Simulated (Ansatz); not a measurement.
Relaxed structures of CH5AlSi, closed shell (PBE0-D4/def2-TZVP; forces vanish, vibrations not checked; lower isomers may exist, and structures with a doubtful reference or unclear bonds are left out; Å). Computed with Ansatz 0.2.0 (basis: def2-TZVPP); correlated methods freeze the cores.

(1) Rank them by CCSD(T) energy, lowest first, and give each one's height above the lowest. Links in brackets join atoms within 1.22 times the sum of their covalent radii (1.1 for two metals). (Judge from chemistry; the value comes from the calculation.)
A.
CH₅AlSi ([AlH2][CH][SiH2])
```
8
angstrom
Al -1.3887 0.6226 -0.5017
C 0.4084 0.6423 0.1429
Si 1.1923 -0.8441 0.4327
H -2.0697 -0.7951 -0.7382
H -2.1897 1.9617 -0.7968
H 0.9555 1.5629 0.3337
H 2.5800 -1.0145 0.9316
H 0.5119 -2.1359 0.1958
```
B.
CH₅AlSi ([CH2]1[AlH][SiH2]1)
```
8
angstrom
Al 0.4551 1.3680 0.6388
C -0.6375 0.2220 -0.5008
Si 0.7050 -0.9169 0.2755
H -1.6149 0.0561 -0.0289
H -0.7673 0.2442 -1.5821
H 0.6157 2.8697 1.1062
H 1.7196 -1.3609 -0.7200
H 0.2351 -2.0889 1.0641
```
C.
CH₅AlSi ([CH2][SiH][AlH2])
```
8
angstrom
Al -1.6921 0.6510 -0.6103
C 1.3449 -0.8803 0.4873
Si 0.5826 0.6362 0.2051
H -2.3789 -0.7582 -0.8464
H -2.4683 2.0034 -0.8978
H 1.3948 1.8508 0.4885
H 2.3609 -0.9945 0.8516
H 0.8193 -1.8123 0.3048
```

No T1 diagnostic of these runs exceeds 0.015. The restricted Hartree–Fock reference is unstable towards an unrestricted one at one or more of these structures.

## Answers

(1) By the calculation: A (0.000 eV), B (0.098 eV), C (0.189 eV). Heights count from the lowest.

For scale, one of the runs: CCSD(T)/def2-TZVPP, 185 basis functions, launched by `ansatz run in.yaml --threads 2 --pin off --events-out ev --progress --plain --max-ram 4352MiB`. The run took 24 s on 2 CPU threads of an Arm Neoverse V2 (shared host), with 1.7 GiB of host memory at its peak.
